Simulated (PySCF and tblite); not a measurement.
Values are calculated unless marked as measured or tabulated.
C5H10O, numbered as in [CH3:1][C:2](=[O:3])[CH:4]([CH3:5])[CH3:6].

The ensemble was built from 60 distance-geometry starts (ETKDG and KDG, MMFF94s, GFN2-xTB) and rests on GFN2-xTB geometries. Weights use TPSS-D3(BJ)/def2-TZVP (IEF-PCM, chloroform) energies plus GFN2-xTB zero-point and thermal terms (modes under about 100 cm⁻¹ blended into free rotors). Symmetry numbers and mirror images are counted. Conformers within 3 kcal/mol (GFN2-xTB free energy) were kept, 5 at most. GIAO shieldings: PBE0/pcSseg-1 (IEF-PCM, chloroform). Shifts are against TMS (¹H), TMS (¹³C) at the same level. (PySCF 2.14, tblite 0.8.)

Problem. What shifts does this protocol give at 298.15 K under fast conformational exchange?

Solution. ¹H: 2.61 (H4, 1H), 2.28 (H1, 3H), 1.11 (H5/H6, 6H) ppm. ¹³C: 224.3 (C2), 45.8 (C4), 31.7 (C1), 21.2 (C5/C6) ppm.

Problem. How do the conformers differ?

Solution. Torsions listed: O3–C2–C4–C5. Of a mirror pair one member is shown.
```json
{"conformer": "1", "shape": "-86°", "weight %": "76.1"}
{"conformer": "2", "shape": "138°", "weight %": "23.9"}
```

```csv
signal,1,2,average
H1,2.31,2.18,2.28
H4,2.72,2.27,2.61
H5/H6,1.08,1.20,1.11
C1,33.3,26.8,31.7
C2,224.2,224.6,224.3
C4,44.8,49.2,45.8
C5/C6,21.1,21.9,21.2
```

Problem. Which signal moves most, for its nucleus, between 200 and 400 K through the change of populations alone?

Solution. H4: 2.64 ppm at 200 K, 2.63 ppm at 250 K, 2.61 ppm at 298.15 K, 2.60 ppm at 350 K, 2.60 ppm at 400 K.

Shifts are unscaled: against experiment ¹³C can be off by 15 ppm or more and ¹H by 0.8 ppm.
